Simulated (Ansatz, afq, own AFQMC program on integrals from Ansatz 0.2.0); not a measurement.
**SiGeH₂, singlet → SiGeH₂, triplet**

```xyz
4

Si    0.0000   -0.0039    1.5661
Ge    0.0000   -0.0238   -0.5845
H     0.0000    1.3266    0.5226
H     0.0000    0.5003   -2.0341
```

Connectivity, by distances: Si–GeH, 1 bridging H.

E(triplet, charge +0) − E(singlet, charge +0) at this geometry, on RHF and UHF determinants.

Basis cc-pVDZ. Only valence electrons are correlated. Integrals, coupled cluster, full CI and functionals: Ansatz 0.2.0; the random walks run on the same integrals in our own AFQMC program. ph-AFQMC/CISD is guided by a CISD state made of CCSD amplitudes; releasing the constraint for a short imaginary time cuts its bias at the price of noise, slowly where states lie close. Uncertainties: one standard error, sampling alone. No spin–orbit coupling. The errors of all members are added in quadrature.

No full CI on the walks' own integrals is used here; CCSDT(Q) serves as the reference and is uncertain by about the last step of the cluster series. Each member takes its own surest rung, up to full CI.

Errors are counted within cc-pVDZ, not against nature.

Cautions: inner d shell frozen; no relativity below Rb; no spin-orbit coupling; SiGeH₂ (singlet): restricted determinant unstable towards unrestricted (UHF 64 meV lower, ⟨S²⟩ 0.35), its ph-AFQMC/CISD value lies 44 ± 18 meV above CCSDT(Q); SiGeH₂ (triplet): another spin lies lower, the search met a lower determinant of the same kind, perhaps of another symmetry (156 meV lower), and this one is a saddle point, unrestricted determinant slightly spin contaminated (⟨S²⟩ 2.05 against 2.00), the ph-AFQMC/CISD walk drifts between its halves (2.9 errors), its ph-AFQMC/CISD value lies 50 ± 13 meV above CCSDT(Q); core correlation is missing, and it shifts such a gap most where an s electron is promoted.

| level | vertical spin gap (eV) |
| --- | --- |
| MP2 | 2.282 |
| HF | 1.525 |

(1) From these cheaper values, estimate the vertical spin gap at the reference level in cc-pVDZ.

(1) 2.219 eV (CCSDT(Q) in cc-pVDZ).

```json
{"level": "CCSD", "vertical spin gap (eV)": "2.134", "error against CCSDT(Q) (eV)": "-0.084"}
{"level": "CCSD(T)", "vertical spin gap (eV)": "2.219", "error against CCSDT(Q) (eV)": "0.000"}
{"level": "CCSDT", "vertical spin gap (eV)": "2.207", "error against CCSDT(Q) (eV)": "-0.011"}
{"level": "ph-AFQMC/CISD", "vertical spin gap (eV)": "2.225 ± 0.023", "error against CCSDT(Q) (eV)": "0.006 ± 0.023"}
{"level": "released AFQMC", "vertical spin gap (eV)": "2.195 ± 0.021", "error against CCSDT(Q) (eV)": "-0.023 ± 0.021"}
```

Correlation beyond CCSD(T) changes it by less than 2 meV. The perturbative (T) step is worth +0.085 eV.

A walk keeps the symmetry of its determinant, which the program's search chose and which needn't be the lowest solution, so a lower state of the same spin and another symmetry isn't excluded. Released energies are given only where the last usable release times agree within the noise; a slower fall can still hide under it.
